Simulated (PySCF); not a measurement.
# C₅H₆: excited states, first hyperpolarisability

What do calculations give for the excited states, first hyperpolarisability of C₅H₆ (`C=CC#CC`)?

Computed with PySCF 2.14.0 and routines of our own; the level stands in each step. Atoms count from 0.

## 1. The system as given

11 atoms, charge 0, multiplicity 1; geometry from: GFN2-xTB.

## 2. Geometry optimisation at PBE0-D3(BJ)/def2-TZVP

The job: settings as JSON, then the geometry in Å.

```
{"job": {"xc": "PBE0", "basis": "def2-TZVP", "d3": "d3bj", "grid": 2, "kind": "geom"}, "charge": 0, "multiplicity": 1}
C     -2.492857     0.290242    -0.189151
C     -1.494273    -0.512318    -0.539504
C     -0.146799    -0.278852    -0.192814
C      1.006900    -0.090753     0.092514
C      2.391389     0.138849     0.436880
H     -2.323117     1.179600     0.394636
H     -3.510075     0.082756    -0.474033
H     -1.674845    -1.405498    -1.126463
H      2.457551     0.712049     1.361665
H      2.908421    -0.811708     0.569699
H      2.883130     0.698303    -0.359394
```

Launch:

```sh
> OMP_NUM_THREADS=1 python excited_run.py task.json out
```

One launch serves the whole session: the jobs run in the order shown.

The program printed:

```text
step   0  E = -193.88955715  max force = 0.004048
step   1  E = -193.88996876  max force = 0.000734
step   2  E = -193.88997232  max force = 0.000395
optimisation converged
```

Wall time 25 s (1 thread of Intel Xeon Platinum 8488C, shared host); peak memory 0.78 GiB.

Step by step:

| step | energy from step 0 (eV) | largest force component (eV/Å) |
| --- | --- | --- |
| 0 | 0.0000 | 0.2082 |
| 1 | -0.0112 | 0.0377 |
| 2 | -0.0113 | 0.0203 |

Distances of close pairs at the start and the end, largest changes first:

| bond | before (Å) | after (Å) | change (Å) |
| --- | --- | --- | --- |
| C1–C2 | 1.411 | 1.417 | +0.006 |
| C0–H6 | 1.077 | 1.083 | +0.006 |
| C0–H5 | 1.077 | 1.083 | +0.006 |
| C0–C1 | 1.328 | 1.333 | +0.005 |
| C1–H7 | 1.084 | 1.088 | +0.004 |
| C3–C4 | 1.445 | 1.448 | +0.003 |
| C4–H10 | 1.090 | 1.093 | +0.003 |
| C4–H8 | 1.090 | 1.093 | +0.003 |

The next job starts from the end point, and lists it.

| at the end point | value |
| --- | --- |
| point group (found at 0.08 Å tolerance) | C1 |
| rotational constants (GHz, main isotopes) | 35.182, 2.141, 2.044 |
| dipole moment (D) | 0.68 |

## 3. Excited states: TDA CAM-B3LYP/def2-TZVPD

The job: settings as JSON, then the geometry in Å.

```
{"job": {"kind": "states", "xc": "CAM-B3LYP", "basis": "def2-TZVPD", "tda": true, "soc": true, "nstates": 6, "ntriplets": 5, "nquad": 4}, "charge": 0, "multiplicity": 1}
C     -2.504384     0.320973    -0.152629
C     -1.488194    -0.471333    -0.493854
C     -0.133746    -0.238601    -0.148141
C      1.028786    -0.076208     0.126139
C      2.420467     0.140234     0.463757
H     -2.351911     1.222016     0.429387
H     -3.516925     0.080907    -0.451871
H     -1.684805    -1.366548    -1.079416
H      2.514797     0.697504     1.399051
H      2.949085    -0.809102     0.580842
H      2.927702     0.711219    -0.318708
```

Level: TDA CAM-B3LYP/def2-TZVPD excited states, vertical, gas phase, spin-orbit mean-field couplings.

The program printed:

```text
coarse grid: 9152 points
cycle   1  E = -193.9928665405  dE =  6.658e-01  |g| = 3.111e-01  |ddm| = 7.137e+00
cycle   2  E = -194.0091284096  dE = -1.626e-02  |g| = 2.008e-01  |ddm| = 1.138e+00
cycle   3  E = -194.0189428135  dE = -9.814e-03  |g| = 4.861e-02  |ddm| = 3.589e-01
cycle   4  E = -194.0192132953  dE = -2.705e-04  |g| = 3.738e-02  |ddm| = 6.836e-02
cycle   5  E = -194.0195376797  dE = -3.244e-04  |g| = 4.774e-03  |ddm| = 3.747e-02
cycle   6  E = -194.0195428146  dE = -5.135e-06  |g| = 1.934e-03  |ddm| = 8.432e-03
final grid: 88272 points
cycle   7  E = -194.0146652670  dE = -2.428e-05  |g| = 3.787e-03  |ddm| = 1.148e-01
cycle   8  E = -194.0146647988  dE =  4.682e-07  |g| = 4.019e-03  |ddm| = 1.205e-02
cycle   9  E = -194.0146684230  dE = -3.624e-06  |g| = 7.289e-04  |ddm| = 3.895e-03
cycle  10  E = -194.0146685385  dE = -1.156e-07  |g| = 2.263e-04  |ddm| = 8.976e-04
cycle  11  E = -194.0146685484  dE = -9.881e-09  |g| = 1.008e-04  |ddm| = 3.929e-04
cycle  12  E = -194.0146685510  dE = -2.577e-09  |g| = 1.037e-05  |ddm| = 1.511e-04
cycle  13  E = -194.0146685510  dE = -3.342e-11  |g| = 3.504e-06  |ddm| = 3.656e-05
converged SCF energy = -194.0146685510

Singlet excitations
state   eV       nm        f     d(h-e)  d(exc)  Lambda  PR(NTO)  |dmu|/D   mu/D   main configurations
  1   5.3344   232.4   0.00012   1.225   2.851   0.392   1.017    4.138    4.764   H-1->L 0.95
  2   5.7521   215.5   0.33397   0.770   2.889   0.743   1.462    2.377    3.002   H->L 0.76
  3   5.9907   207.0   0.00144   0.191   3.534   0.310   1.041    0.963    1.426   H->L+1 0.60, H->L+2 0.21, H->L+5 0.11
  4   6.4050   193.6   0.00315   1.312   3.649   0.319   1.021    5.328    4.710   H->L+1 0.31, H->L+2 0.24, H->L+4 0.17
  5   6.8088   182.1   0.03227   0.799   3.557   0.315   1.027                     H-1->L+1 0.90
  6   6.9954   177.2   0.01360   0.079   3.979   0.333   1.134                     H->L+2 0.48, H->L+5 0.31

Triplet excitations (Tamm-Dancoff)
state   eV     d(h-e)  d(exc)  Lambda  PR(NTO)   main configurations
  1   3.4590   0.216   2.571   0.797   1.063   H->L 0.91
  2   5.0195   0.997   2.742   0.389   1.133   H-1->L 0.87
  3   5.6107   0.083   2.209   0.568   1.974   H-1->L+5 0.30, H-2->L 0.23, H-1->L+8 0.11
  4   5.8187   0.204   3.226   0.327   1.151   H->L+1 0.38, H->L+2 0.23, H->L+5 0.19
  5   5.9507   0.262   2.303   0.652   2.408   H-2->L 0.48, H-1->L+5 0.15
S1 - T1 = 1.8754 eV

Spin-orbit couplings |<S|Hso|T>| (cm-1)
             T1       T2       T3       T4       T5
S0        0.015    5.789    0.034    2.861    0.150
S1        7.976    0.050    1.780    0.327   12.150
S2        0.058   17.468    0.085    7.142    0.395
S3        5.256    0.203    4.588    0.374    8.824
S4        3.665    0.305    2.924    1.349    8.476
S5        0.101    1.459    1.503    5.701    1.037
S6        1.114    0.341    1.672    0.700    7.164
T1 sublevels (cm-1): 0.000 0.000 0.002   radiative rates (1/s): 0.000555 6.95e-05 0.117
```

Wall time 26 s (1 thread of Intel Xeon Platinum 8488C, shared host); peak memory 0.83 GiB.

From this job:

| quantity | value |
| --- | --- |
| S1 less T1 | 1.88 eV |

## 4. Excited states: TDDFT CAM-B3LYP/def2-TZVPD

Settings changed since step 3:

```diff
@@ -1,2 +1,2 @@
-{"job": {"kind": "states", "xc": "CAM-B3LYP", "basis": "def2-TZVPD", "tda": true, "soc": true, "nstates": 6, "ntriplets": 5, "nquad": 4}, "charge": 0, "multiplicity": 1}
+{"job": {"kind": "states", "xc": "CAM-B3LYP", "basis": "def2-TZVPD", "tpa": true, "nstates": 8, "nquad": 6, "ntriplets": 0}, "charge": 0, "multiplicity": 1}
 C     -2.504384     0.320973    -0.152629
```

Method: TDDFT CAM-B3LYP/def2-TZVPD excited states, vertical, gas phase, two-photon moments by quadratic response.

The program printed:

```text
coarse grid: 9152 points
cycle   1  E = -193.9928665405  dE =  6.658e-01  |g| = 3.111e-01  |ddm| = 7.137e+00
cycle   2  E = -194.0091284096  dE = -1.626e-02  |g| = 2.008e-01  |ddm| = 1.138e+00
cycle   3  E = -194.0189428135  dE = -9.814e-03  |g| = 4.861e-02  |ddm| = 3.589e-01
cycle   4  E = -194.0192132953  dE = -2.705e-04  |g| = 3.738e-02  |ddm| = 6.836e-02
cycle   5  E = -194.0195376797  dE = -3.244e-04  |g| = 4.774e-03  |ddm| = 3.747e-02
cycle   6  E = -194.0195428146  dE = -5.135e-06  |g| = 1.934e-03  |ddm| = 8.432e-03
final grid: 88272 points
cycle   7  E = -194.0146652670  dE = -2.428e-05  |g| = 3.787e-03  |ddm| = 1.148e-01
cycle   8  E = -194.0146647988  dE =  4.682e-07  |g| = 4.019e-03  |ddm| = 1.205e-02
cycle   9  E = -194.0146684230  dE = -3.624e-06  |g| = 7.289e-04  |ddm| = 3.895e-03
cycle  10  E = -194.0146685385  dE = -1.156e-07  |g| = 2.263e-04  |ddm| = 8.976e-04
cycle  11  E = -194.0146685484  dE = -9.881e-09  |g| = 1.008e-04  |ddm| = 3.929e-04
cycle  12  E = -194.0146685510  dE = -2.577e-09  |g| = 1.037e-05  |ddm| = 1.511e-04
cycle  13  E = -194.0146685510  dE = -3.342e-11  |g| = 3.504e-06  |ddm| = 3.656e-05
converged SCF energy = -194.0146685510

Singlet excitations
state   eV       nm        f     d(h-e)  d(exc)  Lambda  PR(NTO)  |dmu|/D   mu/D   delta(TPA)   sigma/GM   main configurations
  1   5.3123   233.4   0.00011   1.233   2.857   0.393   1.011    4.124    4.750        0.09      0.001   H-1->L 0.95
  2   5.5566   223.1   0.31618   0.734   2.866   0.746   1.445    2.303    2.930      111.86      1.265   H->L 0.85
  3   5.9810   207.3   0.00164   0.193   3.515   0.311   1.049    0.977    1.454       15.24      0.200   H->L+1 0.59, H->L+2 0.21, H->L+5 0.11
  4   6.3930   193.9   0.00264   1.334   3.652   0.319   1.025    5.406    4.787        5.59      0.084   H->L+1 0.32, H->L+2 0.23, H->L+4 0.17
  5   6.7983   182.4   0.03105   0.770   3.563   0.313   1.021    3.979    3.347       14.34      0.243   H-1->L+1 0.91
  6   6.9870   177.4   0.01279   0.099   3.998   0.332   1.134    0.808    1.455       86.54      1.548   H->L+2 0.49, H->L+5 0.31
  7   7.0876   174.9   0.00311   1.276   4.068   0.225   1.014                                            H->L+3 0.93
  8   7.5111   165.1   0.44227   0.362   3.106   0.484   2.245                                            H-1->L+2 0.33, H-1->L+5 0.16, H-2->L 0.15
```

Run time: 30 s. Hardware: 1 thread of Intel Xeon Platinum 8488C, shared host; peak memory 0.84 GiB.

## 5. First hyperpolarisability: quadratic response CAM-B3LYP/def2-TZVPD

Settings changed since step 4:

```diff
@@ -1,2 +1,2 @@
-{"job": {"kind": "states", "xc": "CAM-B3LYP", "basis": "def2-TZVPD", "tpa": true, "nstates": 8, "nquad": 6, "ntriplets": 0}, "charge": 0, "multiplicity": 1}
+{"job": {"kind": "beta", "xc": "CAM-B3LYP", "basis": "def2-TZVPD"}, "charge": 0, "multiplicity": 1}
 C     -2.504384     0.320973    -0.152629
```

Method: quadratic response CAM-B3LYP/def2-TZVPD first hyperpolarisability, Taylor convention, gas phase.

The program printed:

```text
coarse grid: 9152 points
cycle   1  E = -193.9928665405  dE =  6.658e-01  |g| = 3.111e-01  |ddm| = 7.137e+00
cycle   2  E = -194.0091284096  dE = -1.626e-02  |g| = 2.008e-01  |ddm| = 1.138e+00
cycle   3  E = -194.0189428135  dE = -9.814e-03  |g| = 4.861e-02  |ddm| = 3.589e-01
cycle   4  E = -194.0192132953  dE = -2.705e-04  |g| = 3.738e-02  |ddm| = 6.836e-02
cycle   5  E = -194.0195376797  dE = -3.244e-04  |g| = 4.774e-03  |ddm| = 3.747e-02
cycle   6  E = -194.0195428146  dE = -5.135e-06  |g| = 1.934e-03  |ddm| = 8.432e-03
final grid: 88272 points
cycle   7  E = -194.0146652670  dE = -2.428e-05  |g| = 3.787e-03  |ddm| = 1.148e-01
cycle   8  E = -194.0146647988  dE =  4.682e-07  |g| = 4.019e-03  |ddm| = 1.205e-02
cycle   9  E = -194.0146684230  dE = -3.624e-06  |g| = 7.289e-04  |ddm| = 3.895e-03
cycle  10  E = -194.0146685385  dE = -1.156e-07  |g| = 2.263e-04  |ddm| = 8.976e-04
cycle  11  E = -194.0146685484  dE = -9.881e-09  |g| = 1.008e-04  |ddm| = 3.929e-04
cycle  12  E = -194.0146685510  dE = -2.577e-09  |g| = 1.037e-05  |ddm| = 1.511e-04
cycle  13  E = -194.0146685510  dE = -3.342e-11  |g| = 3.504e-06  |ddm| = 3.656e-05
converged SCF energy = -194.0146685510

Lowest singlets (eV, f): 5.3123 0.0001  5.5566 0.3162  5.9810 0.0016

First hyperpolarisability (au)
process     nm      |vector|   parallel      HRS      DR
static         -      262.31     151.44     100.67   6.787
shg       1907.0      283.15     163.32     108.79   6.733
eope      1907.0      268.98     155.25          -       -
shg       1064.0      339.68     195.48     130.89   6.601
eope      1064.0      284.72     164.21          -       -
```

Run time: 23 s. Hardware: 1 thread of Intel Xeon Platinum 8488C, shared host; peak memory 0.84 GiB.

## 6. Results

```
                                                  quantity                                                value
                                               point group                                                   C1
                      rotational constants (main isotopes)                                35.18, 2.14, 2.04 GHz
             S1 less T1 (step 3, TDA CAM-B3LYP/def2-TZVPD)                                              1.88 eV
β vector (step 5, quadratic response CAM-B3LYP/def2-TZVPD)  static 262, SHG 1907.0 nm 283, SHG 1064.0 nm 340 au
```

**Reading.** The optimisation took 2 steps and gained 0.011 eV; among the close pairs (by a distance rule), C1–C2 changed most, from 1.411 to 1.417 Å. In step 3, the number of triplets below S1 is 2, and the largest singlet-triplet spin-orbit coupling is S2–T2, 17.47 cm⁻¹. β grows from 262 au (static) to 340 au for doubling at 1064.0 nm: normal dispersion, which grows as twice the photon energy moves toward the bright states.
